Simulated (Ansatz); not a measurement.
Input file for Ansatz (a first-principles code): R-PBE0/def2-TZVPPD on C2H2 (SMILES C#C) with ghost functions. Files ending in .json are basis or fitting sets from the Basis Set Exchange.

Ansatz 0.2 input:
```yaml
crystal:
  periodic: [false, false, false]
  atoms:
    - {symbol: C, position_ang: [-0.41254600, 1.67817500, 0.00000000]}
    - {symbol: C, position_ang: [0.41254600, 2.56162700, 0.00000000]}
    - {symbol: H, position_ang: [-1.13202600, 0.89080900, 0.00000000]}
    - {symbol: H, position_ang: [1.13465100, 3.34577000, 0.00000000]}
basis:
  gaussian:
    orbitals: def2-TZVPPD.json
    ghost_atoms:
      - {symbol: C, position_ang: [0.41254600, -1.67817500, 0.00000000]}
      - {symbol: C, position_ang: [-0.41254600, -2.56162700, 0.00000000]}
      - {symbol: H, position_ang: [1.13202600, -0.89080900, 0.00000000]}
      - {symbol: H, position_ang: [-1.13465100, -3.34577000, 0.00000000]}
hamiltonian:
  xc: {name: PBE0}
scf: {lower_state_search: off}
```

It printed:

```
WARN ansatz: RAYON_NUM_THREADS=1 ignored (pool sized by the plan → 1); use --threads N
Functional definition: PBE0
these checks for a lower state are left out or cut short: stability, starts, cluster_reference, orbital_swaps, neighbouring_geometries, increment
integrals: 0.08 GiB planned
882 factors; their error is unknown
mean field: 0.86 GiB planned
mean field evaluation 1: about -2098.4411 eV, gradient 4.0e1 eV
mean field evaluation 2: about -2098.4804 eV, gradient 3.8e1 eV
mean field evaluation 4: about -2102.2683 eV, gradient 1.3e-1 eV
mean field evaluation 8: about -2102.2683 eV, gradient 3.8e-1 eV
mean field evaluation 16: about -2102.2685 eV, gradient 5.5e-6 eV
mean field -2102.26849308 eV, -77.2569421518 hartree, gradient 5.5e-6 eV, S^2 0.000000; 0 other end points of the search recorded, 0 dependent functions left out
reference -2102.26851873 eV, -77.2569430945 hartree; 7, 7 occupied and 209, 209 virtual orbitals, 882 factors
Total energy: -2102.26851873 eV, -77.2569430945 hartree
Checks for a lower state left out: stability, starts, cluster_reference, orbital_swaps, neighbouring_geometries, increment
```

The calculation finished and met its thresholds.

Cost: roughly 2.8 core-seconds.
